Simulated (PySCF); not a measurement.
Species: C2H7O2P.
Atom-mapped SMILES: `[CH3:1][P:2]([CH3:3])(=[O:4])[OH:5]`

Structure used (PBE0-D3(BJ)/def2-SVP), in Å, numbered top down from 1:
```
atom  x, y, z in Å
C1     1.037   -0.114   -1.294
P2     0.330    0.207    0.335
C3    -1.121   -0.858    0.485
O4     1.291    0.133    1.471
O5    -0.328    1.695    0.145
H6     0.300    0.057   -2.091
H7     1.889    0.566   -1.434
H8     1.402   -1.150   -1.339
H9    -1.595   -0.655    1.456
H10   -1.843   -0.663   -0.321
H11   -0.809   -1.911    0.460
H12    0.003    2.261    0.855
```

Computed, not measured: PySCF, delta-SCF UKS SCAN, pcX-2 on the ionised atom, pcseg-1 elsewhere, spin-free X2C. Every row has its own mixed basis.

```json
{"ionised atom": "C1", "basis functions": "140", "E(ground) (Eh)": "-573.06943", "E(ionised) (Eh)": "-562.37438"}
{"ionised atom": "O4", "basis functions": "140", "E(ground) (Eh)": "-573.09849", "E(ionised) (Eh)": "-553.38719"}
{"ionised atom": "O5", "basis functions": "140", "E(ground) (Eh)": "-573.09916", "E(ionised) (Eh)": "-553.28428"}
{"ionised atom": "P2", "basis functions": "151", "E(ground) (Eh)": "-573.18254", "E(ionised) (Eh)": "-494.06982"}
```

Task: Turn these total energies into binding energies.

Result: E(ionised) − E(ground), at 27.2114 eV a hartree:

```tsv
atom	environment	difference (Eh)	binding energy (eV)
C1	sp3 carbon bound to phosphorus	10.69505	291.03
O4	phosphoryl oxygen	19.71130	536.37
O5	hydroxyl oxygen	19.81488	539.19
P2	phosphoryl phosphorus	79.11272	2152.77
```

Task: How much do the ground-state energies differ, and what would follow from using one of them for all holes?

Result: They run from -573.1825 Eh (core basis on P2) to -573.0694 Eh (on C1), 0.1131 Eh or 3.08 eV apart, though the state is the same; only basis and grid differ. Pairing the ion of C1 with the ground state of P2 would put its binding energy 3.08 eV too high.

Only 1s holes are shown. The first atom of each set that the bonding makes equivalent was ionised and stands for the set. The structure is a single PBE0-D3(BJ)/def2-SVP conformer in the gas phase; no vibrational or solvent corrections.

Hardware: an Arm Neoverse V1 with one thread, no GPU, shared host with 64 logical CPUs at a one-minute load of 61. Cost: 29 s, 0.53 GiB resident at most.
